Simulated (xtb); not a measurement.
# C2H5FN2 (SMILES NC(N)=CF): GFN2-xTB (hydrogen mass 1 u, md dump 20 fs, md temperature 300 K, md time 0.2 ps)

Wanted: molecular dynamics of C2H5FN2. 

The results are computed with xtb 6.7.1.

4 further runs of the same task are left out: 2 that didn't finish, 2 set aside as unsound or not needed.

## 1. The system as given

C2H5FN2 has 10 atoms, charge 0, and is taken as a singlet. As SMILES, `NC(N)=CF`. Geometry: optimised at GFN2-xTB. This is one conformer, not always the lowest. The run starts from this shape.

Bond lengths: N1–C2 1.390 Å, C2–N3 1.395 Å, C2–C4 1.337 Å, C4–F5 1.368 Å, N1–H6 1.010 Å, N1–H7 1.010 Å, N3–H8 1.011 Å, N3–H9 1.009 Å, C4–H10 1.074 Å. Some angles: N1–C2–N3 114.8°, N1–C2–C4 123.2°, N3–C2–C4 122.0°, C2–C4–F5 120.3°, C2–N1–H6 114.0°, C2–N1–H7 112.9°, C2–N3–H8 112.9°, C2–N3–H9 113.5°, C2–C4–H10 126.5°, F5–C4–H10 113.1°.

## 2. A short trajectory at GFN2-xTB (hydrogen mass 1 u, md dump 20 fs, md temperature 300 K, md time 0.2 ps)

xtb.inp

```
$md
   temp=300
   time=0.2
   step=1
   dump=20
   hmass=1
   shake=0
   nvt=false
$end
```

start.xyz

```xyz
10
start
N     -1.32006400     0.37779900     0.12345400
C      0.00955100    -0.01661800     0.02654500
N      0.49425200    -0.71981800     1.12971800
C      0.77391400     0.24428400    -1.03873000
F      0.30903400     1.04891900    -2.04210100
H     -1.60877900     0.61887800     1.06029800
H     -1.57124900     1.08253600    -0.55505600
H     -0.20731200    -1.30437300     1.56278700
H      1.34402200    -1.22974800     0.93943600
H      1.77662000    -0.10186000    -1.20635200
```

Launch:

```
$ xtb start.xyz --md -I xtb.inp --chrg 0 > run.log
```

Q: Predict the results. Wanted: potential energy of the last frame.

Answer, from the run:

At GFN2-xTB (hydrogen mass 1 u, md dump 20 fs, md temperature 300 K, md time 0.2 ps):

| quantity | value |
| --- | --- |
| potential energy of the last frame | -17.33581 Eh |
